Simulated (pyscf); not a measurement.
AlH [singlet] + hydrogen (H₂) → AlH [singlet] + hydrogen (H₂) (four-centre exchange; singlet surface; Al–H, H–H broken, Al–H, H–H formed). Single points on ωB97X-D3(BJ)/def2-SVP structures (PySCF, gas phase). Energies in eV from the separated reactants.

| level | barrier | reaction energy |
|---|---|---|
| ωB97X-D3(BJ)/def2-TZVP | 0.50 | 0.00 |
| PBE/def2-TZVP | 0.20 | 0.00 |
| B3LYP-D3(BJ)/def2-TZVP | ? | 0.00 |
| PBE0-D3(BJ)/def2-TZVP | ? | 0.00 |
| M06-2X/def2-TZVP | 0.52 | 0.00 |
| ωB97M-D3(BJ)/def2-TZVP | 0.49 | 0.00 |

Question: Complete the blanks.

Answer: 
- B3LYP-D3(BJ)/def2-TZVP, barrier: 0.45
- PBE0-D3(BJ)/def2-TZVP, barrier: 0.29

The functionals in the table span 0.32 eV in this barrier, from PBE to M06-2X. At the saddle there is also a short Al–H contact that neither side keeps. One saddle was located; it need not be the lowest between these sides.
